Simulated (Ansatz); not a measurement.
Geometry optimisation, Ansatz, RKS PBE0-D4/6-31G*.

The input (input.yaml):

```yaml
crystal:
  periodic: [false, false, false]
  atoms:
    - { symbol: Si, position_ang: [-1.01847, 0.76201, -0.92235] }
    - { symbol: "N", position_ang: [-0.12786, 0.32686, 0.49793] }
    - { symbol: Si, position_ang: [1.03134, -0.94059, 0.72171] }
    - { symbol: H, position_ang: [-1.56208, -0.47348, -1.47935] }
    - { symbol: H, position_ang: [-0.17179, 1.42766, -1.92107] }
    - { symbol: H, position_ang: [-2.06498, 1.67698, -0.46556] }
    - { symbol: H, position_ang: [-0.07534, 1.05776, 1.18946] }
    - { symbol: H, position_ang: [0.45864, -2.14938, 0.13605] }
    - { symbol: H, position_ang: [1.2166, -1.05343, 2.16857] }
    - { symbol: H, position_ang: [2.31394, -0.63439, 0.07462] }
basis:
  gaussian: { orbitals: "6-31G*" }
hamiltonian:
  xc: pbe0
  dispersion: d4
relax:
  f_tol: 0.02
  max_steps: 50
```

Run as:

```bash
$ ansatz run input.yaml --threads 1 --pin off --max-ram 2048MiB --backend cpu --events-out ev --progress --plain --runs-dir out
```

Problem. Where does it end, and by what steps?

Solution. The run converged. The force dipped under the threshold on the way, but the program's further checks kept it going. After 9 steps the energy has fallen by 0.095 eV; H7 moved furthest, 0.39 Å.

| step | energy less start (eV) | largest force component (eV/Å) | accepted |
| --- | --- | --- | --- |
| 0 | 0.0000 | 0.608 | yes |
| 1 | -0.0802 | 0.122 | yes |
| 2 | -0.0840 | 0.041 | yes |
| 3 | -0.0879 | 0.146 | yes |
| 4 | -0.0901 | 0.131 | yes |
| 5 | -0.0928 | 0.038 | yes |
| 6 | -0.0941 | 0.013 | yes |
| 7 | -0.0947 | 0.049 | yes |
| 8 | -0.0949 | 0.031 | yes |
| 9 | -0.0950 | 0.013 | yes |

```xyz
10
Properties=species:S:1:pos:R:3
Si -1.034 0.766 -0.893
N 0.041 0.475 0.440
Si 1.011 -0.933 0.748
H -1.415 -0.557 -1.453
H -0.435 1.586 -1.989
H -2.250 1.491 -0.421
H 0.218 1.271 1.044
H 0.401 -2.065 0.001
H 1.028 -1.235 2.209
H 2.435 -0.797 0.314
```

Whether the end is a true minimum wasn't checked by a vibrational analysis.

The run took 29 s on 1 thread of Intel(R) Xeon(R) Processor @ 2.70GHz, with other jobs on the host, peak memory 0.14 GiB.
